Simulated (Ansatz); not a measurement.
C$_{3}$H$_{5}$NO (`NC1=C(O)C1`), relaxed with RKS PBE-D4/def2-SVP in Ansatz 0.2.0 from a rough embedded geometry. The force threshold is 0.03 eV/Å; the program also tests the step.

Charge 0, multiplicity 1.

Start:

```xyz
10

N     0.638   -1.259   -0.548
C     0.599    0.040   -0.479
C     0.078    0.739    0.519
O    -0.475    0.223    1.567
C    -0.529    0.855   -0.792
H     0.111   -1.733    0.195
H     1.603   -1.623   -0.493
H    -0.099    0.665    2.341
H    -1.536    0.344   -0.944
H    -0.389    1.749   -1.366
```

Question: How much energy does the relaxation release, and in how many steps? (Estimate.)

Answer: Ansatz gave: 2.15 eV, in 16 steps, 2 of them rejected.

Question: Which bonds change most? (An estimate is asked.)

Answer: Computed: C2–C5 from 1.426 to 1.521 Å; N1–C2 from 1.302 to 1.378 Å; C3–O4 from 1.292 to 1.354 Å; C3–C5 from 1.449 to 1.501 Å.

Question: Give the relaxed structure. (Estimate.)

Answer: Ansatz gave: 
```xyz
10

N     0.720   -1.614   -0.614
C     0.278   -0.391   -0.158
C    -0.176    0.429    0.764
O    -0.500    0.618    2.064
C    -0.504    0.818   -0.648
H     1.190   -2.177    0.101
H     1.287   -1.561   -1.465
H    -0.789    1.544    2.159
H    -1.535    0.672   -1.058
H     0.030    1.663   -1.144
```
